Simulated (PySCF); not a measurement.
**Si2: spin, charge, geometry and surroundings**

Aim: change spin, charge, geometry, field or solvent of Si2, one at a time, and compare with the base run.

Method: method and basis as typed in the scripts; program: PySCF 2.14.0.

## Step 1: The starting structure

Si2: 2 atoms, charge 0, spin multiplicity 1.

Bond lengths: Si1–Si2 2.007 Å.

## Step 2: The base run

Contents of input.py:

```python
from pyscf import gto, scf, mcscf, mrpt

mol = gto.M(
    atom='Si 0 0 0; Si 0 0 2.007',
    basis='sbkjc',
    ecp={'Si': 'sbkjc'},
    charge=0,
    spin=0,
    verbose=3,
)
mf = scf.RHF(mol)
mf.kernel()
mc = mcscf.CASSCF(mf, 6, 6)
mc.kernel()
mc.analyze()
mrpt.NEVPT(mc).kernel()
mf.dip_moment()
print('orbital energies (hartree):', mf.mo_energy[..., max(0, mol.nelec[1]-3):mol.nelec[0]+3].round(4))
```

Launch:

```console
$ OMP_NUM_THREADS=1 python input.py
```

Its log is not repeated here.

It gives: E(SCF) = -7.269923 Eh, E(CAS) − E(SCF) = -0.10976 Eh, NEVPT2 = -0.02985 Eh, μ = 0.00 D (of the SCF density).

The bond length is a typed value, not an optimised one.

## Step 3: Electric field -0.01 a.u.

Run 1 changes electric field: none → -0.01 a.u.

Contents of input.py:

```python
from pyscf import gto, scf, mcscf, mrpt

mol = gto.M(
    atom='Si 0 0 0; Si 0 0 2.007',
    basis='sbkjc',
    ecp={'Si': 'sbkjc'},
    charge=0,
    spin=0,
    verbose=3,
)
mf = scf.RHF(mol)
field = -0.01  # electric field along z, atomic units
h = mf.get_hcore() + field*mol.intor('int1e_r')[2]
mf.get_hcore = lambda *args: h
e_nuc = mol.energy_nuc() - field*mol.atom_charges() @ mol.atom_coords()[:, 2]
mf.energy_nuc = lambda *args: e_nuc
mf.kernel()
mc = mcscf.CASSCF(mf, 6, 6)
mc.kernel()
mc.analyze()
mrpt.NEVPT(mc).kernel()
mf.dip_moment()
print('orbital energies (hartree):', mf.mo_energy[..., max(0, mol.nelec[1]-3):mol.nelec[0]+3].round(4))
```

Launch:

```console
$ OMP_NUM_THREADS=1 python input.py
```

## Step 4: Electric field 0.2 a.u.

Run 2 changes electric field: none → 0.2 a.u.

Changes to input.py since step 2:

```diff
@@ -11,2 +11,7 @@
 mf = scf.RHF(mol)
+field = 0.2  # electric field along z, atomic units
+h = mf.get_hcore() + field*mol.intor('int1e_r')[2]
+mf.get_hcore = lambda *args: h
+e_nuc = mol.energy_nuc() - field*mol.atom_charges() @ mol.atom_coords()[:, 2]
+mf.energy_nuc = lambda *args: e_nuc
 mf.kernel()
```

## Step 5: Charge +1 (doublet, ROHF)

Run 3 changes charge: 0 → 1; spin (2S): 0 → 1; SCF type: RHF → ROHF; active space: 6 electrons in 6 orbitals → 5 electrons in 6 orbitals.

Changes to input.py since step 2:

```diff
@@ -6,9 +6,9 @@
     ecp={'Si': 'sbkjc'},
-    charge=0,
-    spin=0,
+    charge=1,
+    spin=1,
     verbose=3,
 )
-mf = scf.RHF(mol)
+mf = scf.ROHF(mol)
 mf.kernel()
-mc = mcscf.CASSCF(mf, 6, 6)
+mc = mcscf.CASSCF(mf, 6, 5)
 mc.kernel()
```

## Step 6: Lengths in bohr

Run 4 changes length unit: angstrom → bohr; bond length: 2.007 Å → 2.007 bohr.

Changes to input.py since step 2:

```diff
@@ -8,2 +8,3 @@
     spin=0,
+    unit='bohr',
     verbose=3,
```

Q: Predict the outcome of this session. Wanted: for each run, E(SCF); from base; after the SCF.

As calculated:

```
                                  run  E(SCF) (hartree)  from base (eV)                                                                 after the SCF
                                 base         -7.269923               0  NEVPT2 correlation -3.799 eV (from the SCF energy, the CASSCF gain included)
            electric field -0.01 a.u.         -7.274893         -0.1352  NEVPT2 correlation -3.794 eV (from the SCF energy, the CASSCF gain included)
electric field 0.2 a.u. (poor choice)         -9.227555  not comparable  NEVPT2 correlation -5.082 eV (from the SCF energy, the CASSCF gain included)
            charge +1 (doublet, ROHF)         -6.991612         +7.5732  NEVPT2 correlation -3.723 eV (from the SCF energy, the CASSCF gain included)
        lengths in bohr (poor choice)         -5.511649  not comparable  NEVPT2 correlation -1.759 eV (from the SCF energy, the CASSCF gain included)
```

**Reading.** At the SCF level, going to the doublet with one electron fewer costs 7.57 eV at fixed geometry. Rows marked «poor choice» come from settings spoiled on purpose.
